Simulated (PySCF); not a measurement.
dichloromethane (CH2Cl2), SMILES ClCCl. The structure is a stationary point at PBE-D3(BJ)/def2-TZVP.

Give the equilibrium geometry at PBE-D3(BJ)/def2-TZVP (PySCF confirms it by a frequency run) as Cartesian coordinates in Å, and its point group. (Estimate from the structure and the level; the computed values follow.)

point group C2v.
```xyz
5

Cl    -1.4857     0.0000     0.2159
C      0.0000     0.0000    -0.7646
Cl     1.4857     0.0000     0.2159
H      0.0000    -0.9054    -1.3770
H      0.0000     0.9054    -1.3770
```
